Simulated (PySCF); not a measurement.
**Level sweep**

Compound: methylidenesilylene, CH₂Si (singlet state).
SMILES with atom numbers: `[CH2:1]=[Si:2]` (hydrogens: H3, H4 on C1)

Geometry (PBE0-D3(BJ)/def2-SVP, Å), atoms numbered from 1 in this order:
```
atom  x, y, z in Å
C1    -0.1166    0.0123   -0.2048
Si2    1.5543   -0.1075   -0.5558
H3    -0.7626    0.8215   -0.5762
H4    -0.6546   -0.7168    0.4195
```

PySCF, dipoles from the SCF density, polarisabilities from static response with core orbitals frozen. Isolated species at its PBE0-D3(BJ)/def2-SVP geometry, gas phase.

The anisotropy is √(½[(α1 − α2)² + (α2 − α3)² + (α3 − α1)²]).

| level | μ (D) | α (Å³) | anisotropy (Å³) |
| --- | --- | --- | --- |
| LDA/def2-SVPD | 0.031 | 6.78 | 3.00 |
| PBE/def2-SVPD | 0.022 | 6.77 | 2.98 |
| B3LYP/def2-SVPD | 0.188 | 6.70 | 2.98 |
| PBE0/def2-SVPD | 0.105 | 6.69 | 2.88 |
| BHandHLYP/def2-SVPD | 0.278 | 6.63 | 2.92 |
| CAM-B3LYP/def2-SVPD | 0.267 | 6.63 | 2.93 |
| wB97X-D/def2-SVPD | 0.117 | 6.72 | 2.87 |
| LC-wPBE/def2-SVPD | 0.214 | 6.56 | 2.75 |
| HF/def2-SVPD | 0.257 | 6.73 | 2.94 |
| PBE0/6-31G* | 0.403 | 5.38 | 3.45 |
| PBE0/def2-SVP | 0.118 | 5.47 | 3.54 |
| PBE0/6-31+G* | 0.022 | 6.26 | 4.02 |
| PBE0/aug-cc-pVDZ | 0.085 | 7.02 | 2.94 |
| PBE0/def2-TZVP | 0.155 | 6.24 | 3.49 |
| PBE0/def2-TZVPD | 0.176 | 7.02 | 2.86 |
| PBE0/aug-cc-pVTZ | 0.153 | 7.10 | 2.83 |

The dipole runs from 0.02 D (PBE/def2-SVPD) to 0.40 D (PBE0/6-31G*). No reference polarisability is at hand; against PBE0 in the largest diffuse basis at hand (aug-cc-pVTZ) the other PBE0 rows deviate by 6-31G* -24%, def2-SVP -23%, 6-31+G* -12%, def2-SVPD -6%, aug-cc-pVDZ -1%, def2-TZVP -12%, def2-TZVPD -1%. In one basis (def2-SVPD) the functionals order the polarisability from LC-wPBE (lowest) to LDA (highest), a spread of 3%. With PBE0 the polarisability is 5.70 Å³ without diffuse functions (mean of 6-31G*, def2-SVP and def2-TZVP) and 6.82 Å³ with them (mean of 6-31+G*, def2-SVPD, aug-cc-pVDZ, def2-TZVPD and aug-cc-pVTZ).
